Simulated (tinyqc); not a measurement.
Worked calculation: CCSD on RHF in the sto-3g basis, for H2O, spin multiplicity 1. One step of it, computed by the program tinyqc.

Problem. CCSD: starting amplitudes. t_ij^ab = <ij||ab> / (e_i + e_j - e_a - e_b), whose energy is MP2.

orbital energies (hartree): MO1 -20.260254, MO2 -1.266071, MO3 -0.575650, MO4 -0.480085, MO5 -0.397546, MO6 0.590494, MO7 0.670115

Two-electron integrals over orbitals (pq|rs), unique and non-zero (hartree):
```
(11|11) 4.745308    (21|11) -0.416944   (21|21) 0.058260    (22|11) 1.004738
(22|21) -0.012954   (22|22) 0.729542    (31|31) 0.011594    (32|31) 0.018143
(32|32) 0.140295    (33|11) 0.805705    (33|21) -0.004594   (33|22) 0.646185
(33|33) 0.631101    (41|11) 0.194645    (41|21) -0.024188   (41|22) 0.016209
(41|33) 0.006731    (41|41) 0.027272    (42|11) -0.144947   (42|21) 0.009553
(42|22) -0.001456   (42|33) 0.004034    (42|41) 0.016572    (42|42) 0.124150
(43|31) -0.004117   (43|32) 0.018268    (43|43) 0.050942    (44|11) 0.966164
(44|21) -0.013035   (44|22) 0.662637    (44|33) 0.592816    (44|41) -0.009802
(44|42) -0.099872   (44|44) 0.745947    (51|51) 0.026016    (52|51) 0.032438
(52|52) 0.144475    (53|53) 0.028988    (54|51) -0.014204   (54|52) -0.050085
(54|54) 0.055659    (55|11) 1.115344    (55|21) -0.011717   (55|22) 0.747150
(55|33) 0.629897    (55|41) 0.005467    (55|42) -0.077774   (55|44) 0.711166
(55|55) 0.880159    (61|11) -0.218067   (61|21) 0.033305    (61|22) 0.000869
(61|33) 0.000917    (61|41) 0.000265    (61|42) 0.021219    (61|44) -0.019328
(61|55) -0.005705   (61|61) 0.030605    (62|11) 0.297467    (62|21) -0.005818
(62|22) 0.143321    (62|33) 0.080777    (62|41) 0.018999    (62|42) 0.020594
(62|44) 0.073280    (62|55) 0.153963    (62|61) 0.009793    (62|62) 0.102883
(63|31) 0.003740    (63|32) -0.028824   (63|43) -0.027833   (63|63) 0.062441
(64|11) 0.242102    (64|21) -0.003114   (64|22) 0.100872    (64|33) 0.048264
(64|41) -0.000166   (64|42) -0.051303   (64|44) 0.130276    (64|55) 0.130387
(64|61) -0.002878   (64|62) 0.057195    (64|64) 0.084925    (65|51) 0.014373
(65|52) 0.054871    (65|54) 0.000384    (65|65) 0.037438    (66|11) 0.827169
(66|21) -0.007270   (66|22) 0.624549    (66|33) 0.574926    (66|41) 0.020348
(66|42) 0.051270    (66|44) 0.559017    (66|55) 0.599681    (66|61) 0.009758
(66|62) 0.103800    (66|64) 0.048175    (66|66) 0.608275    (71|31) 0.014941
(71|32) 0.021967    (71|43) -0.005441   (71|63) 0.004253    (71|71) 0.019298
(72|31) 0.013916    (72|32) 0.040302    (72|43) -0.037776   (72|63) 0.035282
(72|71) 0.017076    (72|72) 0.061871    (73|11) 0.359089    (73|21) -0.007424
(73|22) 0.135237    (73|33) 0.089914    (73|41) -0.000750   (73|42) -0.085345
(73|44) 0.145988    (73|55) 0.189626    (73|61) -0.007093   (73|62) 0.073236
(73|64) 0.091647    (73|66) 0.040677    (73|73) 0.158477    (74|31) -0.010063
(74|32) -0.080519   (74|43) -0.002847   (74|63) 0.044262    (74|71) -0.012796
(74|72) -0.014129   (74|74) 0.074222    (75|53) 0.023476    (75|75) 0.023247
(76|31) 0.008325    (76|32) 0.090032    (76|43) 0.050491    (76|63) -0.054333
(76|71) 0.010223    (76|72) -0.013447   (76|74) -0.060230   (76|76) 0.108111
(77|11) 0.836334    (77|21) -0.008417   (77|22) 0.615774    (77|33) 0.605132
(77|41) 0.004594    (77|42) -0.008656   (77|44) 0.591415    (77|55) 0.610809
(77|61) -0.003653   (77|62) 0.063994    (77|64) 0.039103    (77|66) 0.569124
(77|73) 0.078245    (77|77) 0.608160
```

Give: Starting amplitudes; correlation energy.

Solution.

Starting amplitudes (spin orbitals 1a, 1b, ...; amplitudes related by a flip of all spins are not repeated; the 24 largest):

| from | to | t |
|---|---|---|
| 3a 3b | 7a 7b | -0.0636 |
| 4a 4b | 6a 6b | -0.0397 |
| 3a 4b | 6b 7a | 0.0396 |
| 4a 4b | 7a 7b | -0.0323 |
| 2a 2b | 6a 6b | -0.0277 |
| 3a 3b | 6a 6b | -0.0268 |
| 2a 3b | 6a 7b | -0.0236 |
| 3a 4a | 6a 7a | 0.0205 |
| 2a 4b | 6a 6b | -0.0195 |
| 3a 4b | 6a 7b | -0.0191 |
| 5a 5b | 6a 6b | -0.0189 |
| 2a 2b | 7a 7b | -0.0160 |
| 2a 3a | 6a 7a | -0.0122 |
| 2a 3b | 6b 7a | 0.0114 |
| 5a 5b | 7a 7b | -0.0109 |
| 2a 4b | 7a 7b | 0.0046 |
| 1a 2b | 7a 7b | -0.0007 |
| 1a 1b | 6a 6b | -0.0007 |
| 1a 4b | 7a 7b | 0.0006 |
| 1a 3a | 6a 7a | 0.0005 |
| 1a 1b | 7a 7b | -4.61e-04 |
| 1a 2b | 6a 6b | -4.31e-04 |
| 1a 3b | 6a 7b | 3.21e-04 |
| 1a 3b | 6b 7a | 1.92e-04 |

correlation energy = -0.040851 hartree
